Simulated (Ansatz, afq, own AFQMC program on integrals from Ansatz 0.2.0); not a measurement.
## CH$_{3}$Ge, doublet in cc-pVDZ along one coordinate

```xyz
5

Ge    0.0000    0.0092    0.2522
C     0.0000   -0.0927   -1.4952
H     0.0000    1.3363    1.0110
H     0.0000   -1.2530    1.1023
H     0.0000    0.3560   -2.4747
```

The Ge1–C2 distance is changed with both sides rigid. Energies in kcal/mol count from this geometry (1.750 Å) at the same level; the start stands on ROHF, each point on the determinant named.

Basis cc-pVDZ. Only valence electrons are correlated. Ansatz 0.2.0 and our own AFQMC program on the same integrals; the CISD trial comes from CCSD amplitudes, and released means the phaseless constraint is let go. ± is one standard error of the sampling. No spin–orbit coupling.

Cautions, each for one point or more: a spin-contaminated unrestricted determinant lies lower; cluster runs in doubt by the program's own checks; higher spins were not checked; inner d shell frozen; no relativity below Rb; no spin-orbit coupling; strong correlation; the search met a lower determinant of the same kind, perhaps of another symmetry.

```csv
r(Ge1–C2) / Å,det.,T1,weight,PBE,r2SCAN,CCSD(T)
1.560,ROHF,0.025,0.87,21.7,20.5,25.8
2.461,ROHF¶,0.123,0.59,61.1§,59.6§,57.8
3.199,ROHF†,0.016,0.85,101.4§,102.4§,97.0
```

Question: Estimate the curve of phaseless AFQMC with a CISD trial, counted from the same start.

Answer: 
```
r(Ge1–C2) / Å   det.     T1  weight  ph-AFQMC/CISD  released AFQMC
        1.560   ROHF  0.025    0.87     25.5 ± 0.5     25.7 ± 0.5*
        2.461  ROHF¶  0.123    0.59     59.7 ± 0.6               –
        3.199  ROHF†  0.016    0.85     97.9 ± 0.4     96.8 ± 0.7*
```

Weight is that of the determinant in the CISD state; at the start T1 is 0.029 and the weight 0.85. ¶ marks points with a poor determinant and no full CI, where no value is sure; they don't count among the departures. An asterisk marks released energies that aren't shown to be converged. A dagger marks points whose determinant fills other symmetries than the start's, so the wave-function levels may follow another state there, or a degenerate partner. A dash marks a missing value, a released energy that hasn't settled or a functional that sits on another state. § marks a functional whose ⟨S²⟩ is too high by over 0.1. Largest departures from phaseless AFQMC with a CISD trial: CCSD(T) -0.9 kcal/mol at 3.199 (on ROHF). The walk's constraint bias lies outside its error bars, so these are departures and not errors. The functionals aren't scored here. In this small basis the wave-function levels are far from their limit, so their gap to the functionals isn't the functionals' error.

A walk keeps the symmetry of its determinant, which the program's search chose and which needn't be the lowest solution, so a lower state of the same spin and another symmetry isn't excluded.
